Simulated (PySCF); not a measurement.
Compound: C₂H₂O.
Bonds: C1–C2 (double), C2–O3 (double). Hydrogens: H4, H5 on C1.

Method: PBE0-D3(BJ)/def2-SVP geometry optimisation, gas phase (PySCF).

**Question.** What internal coordinates does the optimisation give?

**Answer.** 
```json
{"bond": "C1=C2", "length (Å)": "1.315", "order": "double"}
{"bond": "C2=O3", "length (Å)": "1.161", "order": "double"}
{"bond": "C1–H4, C1–H5", "length (Å)": "1.090", "order": "single"}
```

Bonds in one row agree within 0.01 Å and their mean is given. Orders are formal, as drawn. A selection of angles:
```json
{"angle": "C2–C1–H4", "degrees": "119.5"}
{"angle": "H4–C1–H5", "degrees": "121.0"}
{"angle": "C1–C2–O3", "degrees": "179.9"}
```

Point group: C2v (tolerance 0.08 Å). No PBE0-D3(BJ)/def2-SVP frequencies stand behind this structure, so it isn't proved a minimum.
